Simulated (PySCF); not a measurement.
**B2PLYP/STO-3G run of PH2F (phosphinous fluoride(8ci,9ci))**

What is the vertical ionisation energy of PH2F (phosphinous fluoride(8ci,9ci)) at B2PLYP/STO-3G? Input form: a Python script.

Program for the calculation: PySCF 2.14.0.

10 further runs of the same task are left out: 1 that didn't finish, 9 set aside as unsound or not needed.

### Step 1. Starting point

PH2F has 4 atoms, charge 0, and is taken as a singlet. SMILES: `FP`. Geometry: relaxed at GFN2-xTB.

Bond lengths: F1–P2 1.632 Å, P2–H3 1.406 Å, P2–H4 1.406 Å. Angles: F1–P2–H3 93.5°, F1–P2–H4 93.5°, H3–P2–H4 91.6°.

### Step 2. A single-point energy at B2PLYP/STO-3G

File job.py:

```python
# phosphinous fluoride(8ci,9ci)
from pyscf import gto, dft, mp

mol = gto.M(
    atom='''
F      2.193103     1.263943    -0.420766
P     -0.136117    -0.697460    -0.906445
H     -1.991601     1.085194    -0.244833
H     -0.065385    -1.651677     1.572063
''',
    basis='sto-3g',
    spin=0,
    max_memory=1860,
    unit='bohr',
    verbose=3,
)

mf = dft.RKS(mol)
mf.xc = '0.53*HF + 0.47*B88, 0.73*LYP'
mf.conv_tol = 1e-10
mf.grids.level = 5
mf.kernel()
if not mf.converged:
    mf = mf.newton().run(mf.mo_coeff, mf.mo_occ)

pt = mp.MP2(mf, frozen=6).run()
e_tot = mf.e_tot + 0.27 * pt.e_corr
print('PT2 part  %.8f' % (0.27 * pt.e_corr))
print('E = %.10f Eh' % e_tot)
```

On the command line:

```
OMP_NUM_THREADS=1 python job.py
```

The program printed:

```text
converged SCF energy = -436.75690500127
E(RMP2) = -436.82821028474  E_corr = -0.0713052834705663
E(SCS-RMP2) = -436.838675721834  E_corr = -0.0817707205644194
PT2 part  -0.01925243
E = -436.7761574278 Eh
```

It took 1.7 s on 1 thread of Arm Neoverse V2, shared host; peak memory 0.18 GiB.

### Step 3. The doublet cation, same level

File input.xyz:

```xyz
4

F      1.160540     0.668850    -0.222660
P     -0.072030    -0.369080    -0.479670
H     -1.053910     0.574260    -0.129560
H     -0.034600    -0.874030     0.831900
```

File calc.py:

```python
from pyscf import gto, dft, mp

mol = gto.M(
    atom='input.xyz',
    verbose=4,
    max_memory=1860,
    spin=1,
    charge=1,
    basis='sto-3g',
)

mf = dft.UKS(mol)
mf.xc = '0.53*HF + 0.47*B88, 0.73*LYP'
mf.grids.level = 5
mf.conv_tol = 1e-10
mf.kernel()
if not mf.converged:
    mf = mf.newton().run(mf.mo_coeff, mf.mo_occ)

pt = mp.MP2(mf, frozen=6).run()
energy = mf.e_tot + 0.27 * pt.e_corr
print('PT2 part  %.8f' % (0.27 * pt.e_corr))
print('Final energy', energy)
```

On the command line:

```
OMP_NUM_THREADS=1 python calc.py
```

The program printed:

```text
PySCF version 2.14.0

[INPUT] num. atoms = 4
[INPUT] num. electrons = 25
[INPUT] charge = 1
[INPUT] spin (= nelec alpha-beta = 2S) = 1
[INPUT] symmetry False subgroup None
[INPUT] Mole.unit = angstrom
[INPUT] Symbol           X                Y                Z      unit          X                Y                Z       unit  Magmom
[INPUT]  1 F      1.160540000000   0.668850000000  -0.222660000000 AA    2.193102756603   1.263943318415  -0.420766418896 Bohr   0.0
[INPUT]  2 P     -0.072030000000  -0.369080000000  -0.479670000000 AA   -0.136116972752  -0.697460118054  -0.906444930170 Bohr   0.0
[INPUT]  3 H     -1.053910000000   0.574260000000  -0.129560000000 AA   -1.991601259940   1.085194124293  -0.244832916699 Bohr   0.0
[INPUT]  4 H     -0.034600000000  -0.874030000000   0.831900000000 AA   -0.065384523910  -1.651677324654   1.572063163026 Bohr   0.0

[... 43 lines left out ...]
WARN: HOMO -0.259014756661198 >= LUMO -0.259014756661197
[... 54 lines left out ...]
converged SCF energy = -436.469961158875  <S^2> = 0.75963685  2S+1 = 2.0096137
[... 1 line left out ...]
******** <class 'pyscf.mp.ump2.UMP2'> ********
nocc = (np.int64(7), np.int64(6)), nmo = (10, 10)
frozen orbitals 6
E(UMP2) = -436.570186295871  E_corr = -0.100225136996041
E(SCS-UMP2) = -436.573296838725  E_corr = -0.103335679850435
E_corr(same-spin) = -0.019539789859401
E_corr(oppo-spin) = -0.08068534713664
PT2 part  -0.02706079
Final energy -436.49702194586354
```

Run time: 3.6 s. Hardware: 1 thread of Arm Neoverse V2, shared host; peak memory 0.19 GiB.

### Step 4. Results

Level: B2PLYP/STO-3G, 6 core orbitals frozen.

| quantity | value |
| --- | --- |
| singlet PH2F: total energy | -436.77616 Eh |
| singlet PH2F: dipole moment (SCF part) | 0.83 D |
| singlet PH2F: HOMO energy (SCF part's orbitals) | -5.71 eV |
| singlet PH2F: LUMO energy (SCF part's orbitals) | 8.03 eV |
| singlet PH2F: HOMO–LUMO gap (SCF part's orbitals) | 13.74 eV |
| doublet cation: total energy | -436.49702 Eh |
| doublet cation: HOMO energy (SCF part's orbitals) (highest over α and β) | -17.07 eV |
| doublet cation: LUMO energy (SCF part's orbitals) (lowest over α and β) | -9.87 eV |
| doublet cation: ⟨S²⟩ | 0.760 |
| vertical ionisation energy (to the doublet cation) | 7.596 eV |

The vertical ionisation energy comes to 7.60 eV (175 kcal/mol). The negative HOMO energy of the first species, 5.71 eV, lies 1.89 eV below that difference. In a minimal basis such a difference can be off by several eV, whatever the method. Mulliken charges (singlet PH2F) run from -0.25 on F1 to +0.47 on P2. Mulliken charges (doublet cation) run from +0.03 on F1 to +0.84 on P2.
